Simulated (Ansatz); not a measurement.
Reaction: Si2H4F2 (SMILES F[SiH](F)[SiH3]) → SiH3 (SMILES [SiH3], doublet) + SiHF2 (SMILES F[SiH]F, doublet) (the Si-Si bond breaks)
Each species at its own B3LYP-D3(BJ)/def2-TZVP minimum (Ansatz, a program for electronic structure).

Property: bond dissociation energy (electronic), in kcal/mol. Open shells are spin-unrestricted; no spin-orbit coupling. CBS(X,Y): correlation extrapolated as X^-3, Hartree-Fock from the larger set. A bracket is a step between two methods taken in the basis named. The functionals are non-relativistic, so their misses hold any scalar relativity. Double hybrids freeze cores in their MP2 part. 'core' is core correlation in cc-pwCVTZ (1s frozen past Ne), 'X2C' scalar relativity in cc-pVTZ-DK, both at CCSD(T).

CCSD(T)/CBS(cc-pV(T+d)Z,cc-pV(Q+d)Z) + [CCSDT(Q) - CCSD(T)]/cc-pV(D+d)Z + core + X2C (Ansatz) gives 82.0 kcal/mol.

### Question
How far off this value is PBE/def2-TZVPD (Ansatz), in which direction, and which of these levels come nearer: r2SCAN/def2-TZVPD, PBE0/def2-TZVPD, wB97M-V/def2-TZVPD, B2PLYP/def2-TZVPD, CCSD(T)/CBS(cc-pV(T+d)Z,cc-pV(Q+d)Z) + core + X2C?

### Answer
PBE gives 75.2 kcal/mol, 6.8 kcal/mol below it. Differences of the others: r2SCAN/def2-TZVPD (Ansatz) -7.7; PBE0/def2-TZVPD (Ansatz) -5.5; wB97M-V/def2-TZVPD (Ansatz) -0.6; B2PLYP/def2-TZVPD (Ansatz) -5.4; CCSD(T)/CBS(cc-pV(T+d)Z,cc-pV(Q+d)Z) + core + X2C (Ansatz) 0.0 kcal/mol. Nearer than PBE: PBE0/def2-TZVPD, wB97M-V/def2-TZVPD, B2PLYP/def2-TZVPD, CCSD(T)/CBS(cc-pV(T+d)Z,cc-pV(Q+d)Z) + core + X2C.
